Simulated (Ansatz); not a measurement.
# AlP: the cost of one run

The runs use Ansatz 0.2.0, Gaussian basis; def2-QZVPP, core rule «outside noble gas», up to 10 orbitals frozen.

To be run: UHF; ROHF; CCSD(T) on UHF.

### Step 1. The geometry

The geometry is a PBE0/def2-TZVP stationary point (not a proven minimum).

2 atoms, charge 1, spin multiplicity 2.

Atoms are counted from 1 here; the program's logs count them from 0.

Bond lengths: Al1–P2 2.381 Å.

### Step 2. UHF

in.yaml reads:

```yaml
crystal:
  periodic: [false, false, false]
  atoms:
    - {symbol: Al, position_ang: [0.000000, 0.000000, 0.000000]}
    - {symbol: P, position_ang: [0.000000, 0.000000, 2.380600]}
basis:
  gaussian: {orbitals: "def2-QZVPP.json"}
total_charge: 1
magnetization: {spin_polarized: true, initial_magnetization: 1}
hamiltonian: {xc: hf}
output: {orbitals: {seedname: orbitals}}
```

Launch:

```
ansatz run in.yaml --threads 1 --pin off --events-out ev --progress --plain --max-ram 2393MiB
```

**Question.** How long does this run take on 1 thread of Arm Neoverse V1, shared host, and how much memory does it need?

About 25 s, with a peak of 0.32 GiB.
